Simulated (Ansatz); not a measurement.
Input file:

```yaml
crystal:
  periodic: [false, false, false]
  atoms:
    - {symbol: B, position_ang: [0.000000, 0.000000, 0.011011]}
    - {symbol: O, position_ang: [0.000000, 0.000000, -1.555922]}
    - {symbol: H, position_ang: [0.000000, 0.000000, 1.544912]}
basis:
  gaussian: {orbitals: 6-31G}
correlation: {method: fci, electrons: outside_noble_gas}
```

```sh
$ ansatz run in.yaml --threads 1 --pin off --events-out ev --progress --plain --max-ram 2393MiB
```

The program prints:

```
388 factors; integrals over basis functions are off by at most 1.6e-7 eV
mean field evaluation 1: about -2713.7629 eV, gradient 4.7e1 eV
mean field evaluation 2: about -2713.7647 eV, gradient 4.7e1 eV
mean field evaluation 4: about -2719.8700 eV, gradient 3.2e0 eV
mean field evaluation 8: about -2719.9387 eV, gradient 1.8e-1 eV
mean field -2719.93917093 eV, -99.9559208908 hartree, gradient 2.3e-6 eV, S^2 0.000000; 0 other end points of the search recorded, 0 dependent functions left out; unrestricted orbitals would lower it
mean field evaluation 16: about -2719.8340 eV, gradient 2.7e0 eV
2 core orbitals not correlated: weight in the atoms' cores, before any rotation towards them, 1.000 or more for the frozen orbitals, at most 0.000 for the correlated occupied ones
reference -2719.93917093 eV, -99.9559208908 hartree; 5, 5 occupied and 13, 13 virtual orbitals, 388 factors
state -2726.76648159 eV, -100.2068199297 hartree
Total energy: -2726.76648159 eV, -100.2068199297 hartree
```

Ran on 1 thread of Arm Neoverse V1, shared host: 2 min wall, 1.2 GiB peak host memory.
